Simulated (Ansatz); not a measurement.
Z-matrix (Å, degrees):
```
C
H 1 1.1205
H 1 1.1205 2 96.20
H 1 1.1205 2 141.63 3 -108.19
H 1 1.1205 2 96.20 3 143.61
```
Charge +1, spin multiplicity 2.

Level of theory: frozen-core CCSD(T)/cc-pVTZ // PBE0-D3(BJ)/def2-TZVP (Ansatz, a program for electronic structure).

```
Item                          Result
----------------------  ------------
HF energy               -39.77401 Ha
MP2 correlation energy   -0.16482 Ha
```

Q: Estimate the CCSD correlation energy, the (T) correction, the total energy and the T1 diagnostic.

A: 
```
Quantity                        Value
-----------------------  ------------
CCSD correlation energy   -0.18632 Ha
(T) correction            -0.00534 Ha
CCSD(T) total energy     -39.96566 Ha
T1 diagnostic                   0.009
```
